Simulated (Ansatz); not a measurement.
**BH3O+ (doublet): wave-function methods side by side, def2-QZVPP**

One table from this session's results is given with a row withheld; the runs are named, their logs left out.

Program: Ansatz 0.2.0, Gaussian basis. Level of theory: def2-QZVPP, core rule «outside noble gas», up to 2 orbitals frozen. These are calculated values, not measurements.

The runs, in order: UHF; ROHF; CCSD(T) on UHF.

2 further runs of the same task are left out: 2 set aside as unsound or not needed.

## The geometry

The geometry is a PBE0/def2-TZVP stationary point (not a proven minimum) of the parent state, kept for this charge and spin.

5 atoms, charge 1, spin multiplicity 2.

Atoms are counted from 1 here; the program's logs count them from 0.

Bond lengths: B1–O2 1.348 Å, B1–H3 1.202 Å, B1–H4 1.196 Å, O2–H5 0.961 Å. Angles: O2–B1–H3 120.6°, O2–B1–H4 116.8°, H3–B1–H4 122.6°, B1–O2–H5 113.5°.

As a file:

```
atom   x (Å)    y (Å)    z (Å)
  B1  0.0000   0.0591   0.7405
  O2  0.0000  -0.0998  -0.5978
  H3  0.0000   1.1582   1.2267
  H4  0.0000  -0.9374   1.4021
  H5  0.0000   0.7297  -1.0823
```

Set-up of the first run:

The input, in.yaml:

```yaml
crystal:
  periodic: [false, false, false]
  atoms:
    - {symbol: B, position_ang: [0.000000, 0.059110, 0.740549]}
    - {symbol: O, position_ang: [0.000000, -0.099827, -0.597826]}
    - {symbol: H, position_ang: [0.000000, 1.158248, 1.226704]}
    - {symbol: H, position_ang: [0.000000, -0.937399, 1.402080]}
    - {symbol: H, position_ang: [0.000000, 0.729726, -1.082284]}
basis:
  gaussian: {orbitals: "def2-QZVPP.json"}
total_charge: 1
magnetization: {spin_polarized: true, initial_magnetization: 1}
hamiltonian: {xc: hf}
output: {orbitals: {seedname: orbitals}}
```

The run is started by

```bash
$ ansatz run in.yaml --threads 1 --pin off --events-out ev --progress --plain --max-ram 2393MiB
```

Among the steps run: UHF; ROHF; CCSD(T) on UHF.

One table of the session follows, with a row left open; its other results are not shown here.

| method | from UCCSD(T) (meV) |
| --- | --- |
| ROHF | ? |
| UHF | +10479.1 |
| UMP2 | +730.0 |
| UCCSD | +437.4 |
| UCCSD(T) | 0 |

Estimate the missing values for ROHF.

As computed: from UCCSD(T) (meV): +10746.5. In the column «from UCCSD(T) (meV)» it is the highest.
